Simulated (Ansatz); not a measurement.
in.yaml

```yaml
crystal:
  periodic: [false, false, false]
  atoms:
    - {symbol: Mg, position_ang: [0.000000, 0.000000, 0.000000]}
    - {symbol: Mg, position_ang: [0.000000, 0.000000, 2.706600]}
basis:
  gaussian: {orbitals: aug-cc-pVDZ}
total_charge: -1
magnetization: {spin_polarized: false, initial_magnetization: 1}
hamiltonian: {xc: {name: PBE}}
correlation: {method: ccsdt_q_b, electrons: outside_noble_gas}
output: {forces: true}
```

```sh
$ ansatz run in.yaml --threads 1 --pin off --events-out ev --progress --plain --max-ram 2393MiB
```

Roughly how long does this take on 1 thread of Arm Neoverse V2, shared host, and how much host memory?

87 s wall and 1.2 GiB.

```
919 factors; integrals over basis functions are off by at most 1.2e-7 eV
mean field evaluation 1: about -10880.2333 eV, gradient 1.1e1 eV
mean field evaluation 2: about -10880.2132 eV, gradient 1.1e1 eV
mean field evaluation 4: about -10881.6675 eV, gradient 1.4e0 eV
mean field evaluation 8: about -10881.6874 eV, gradient 9.4e-1 eV
mean field evaluation 16: about -10881.6883 eV, gradient 2.1e-3 eV
mean field evaluation 32: about -10881.6882 eV, gradient 2.5e-6 eV
mean field evaluation 64: about -10880.6161 eV, gradient 3.7e0 eV
mean field evaluation 96: about -10881.6945 eV, gradient 5.3e-1 eV
mean field evaluation 128: about -10881.3628 eV, gradient 2.0e-1 eV
mean field evaluation 160: about -10881.5061 eV, gradient 1.3e0 eV
...
cycle  11  -2.64444416 eV  change    1.5e-5 eV  update   6.0e-5
cycle  12  -2.64444259 eV  change    1.6e-6 eV  update   2.8e-5
cycle  13  -2.64445173 eV  change   -9.1e-6 eV  update   1.6e-5
cycle  14  -2.64446530 eV  change   -1.4e-5 eV  update   7.3e-6
cycle  15  -2.64446522 eV  change    7.8e-8 eV  update   3.3e-6
cycle  16  -2.64446380 eV  change    1.4e-6 eV  update   1.7e-6
cycle  17  -2.64446304 eV  change    7.6e-7 eV  update   9.1e-7
cycle  18  -2.64446247 eV  change    5.6e-7 eV  update   5.4e-7
cycle  19  -2.64446240 eV  change    7.1e-8 eV  update   2.9e-7
cycle  20  -2.64446254 eV  change   -1.4e-7 eV  update   1.6e-7
perturbative correction -0.01126785 eV, -0.0004140859 hartree
the calculation of the forces begins
Total energy: -10864.85841934 eV, -399.2761824454 hartree
Atom 0 at     0.000000     0.000000     0.000000 Å, force    -0.000000    -0.000000    -1.181524 eV/Å
Atom 1 at     0.000000     0.000000     2.706600 Å, force    -0.000000     0.000000     1.181524 eV/Å
Dipole moment:     0.000000     0.000000     0.000000 e Å
```

Forces (eV/Å):
```
Mg   0.000  0.000 -1.182
Mg   0.000  0.000  1.182
```
